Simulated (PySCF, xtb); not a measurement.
C2H6S, SMILES CSC.

Harmonic wavenumbers (cm⁻¹) from xtb with GFN2-xTB at its own minimum, in rising order: 146, 168, 261, 718, 744, 892, 929, 965, 1007, 1316, 1323, 1448, 1449, 1455, 1456, 3019, 3020, 3020, 3022, 3065, 3067.

Problem. What does PySCF with TPSSh-D3(BJ)/def2-TZVP give at its own minimum? (Estimate from the structure and the level; the computed values follow.)

Solution. 180, 184, 254, 692, 743, 907, 949, 987, 1053, 1342, 1367, 1472, 1482, 1489, 1496, 3025, 3028, 3096, 3103, 3125, 3126. Paired by order, the mean absolute difference is 32 cm⁻¹ and the zero-point energies are 46.4 and 47.3 kcal/mol.
